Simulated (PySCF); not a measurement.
Task: Give a GFN2-xTB geometry of InChI=1S/C3H5N3/c1-6-3-2-4-5-6/h2-3H,1H3.

Result: 
Z-matrix in Å and degrees, rows numbered from 1:
```
C 
N   1  1.4322
C   2  1.3524  1  128.62
C   3  1.3758  2  104.13  1  -179.66
N   4  1.3457  3  107.95  2     0.05
N   5  1.2780  4  109.17  3    -0.04
H   1  1.0910  2  110.47  3   -55.98
H   1  1.0917  2  110.58  3    64.87
H   1  1.0883  2  107.65  3  -175.69
H   3  1.0694  2  122.94  1     0.49
H   4  1.0700  3  130.23  2  -179.95
```

The C–N distances run from 1.346 Å (C4–N5, aromatic) to 1.432 Å (C1–N2, drawn single), a spread of 0.086 Å. The 2 N–N bonds span 1.278 Å (N5–N6, aromatic) to 1.327 Å (N2–N6, aromatic), a spread of 0.049 Å. N2 (pyrrole-type nitrogen) is planar (angles 128.6°, 121.6° and 109.8°, sum 360.0°, 0.00 Å off the plane of its three neighbours). The 5-membered ring N2–C3–C4–N5–N6 has internal angles of 104.1° to 109.8°; it is planar, 0.00 Å rms from its mean plane, widest ring torsion 0°.

Computed geometry: GFN2-xTB, gas phase.

Point group: near Cs, missed by 0.13 Å at most; the miss may be what the optimiser left on a soft mode. No GFN2-xTB frequencies stand behind this structure, so it isn't proved a minimum.
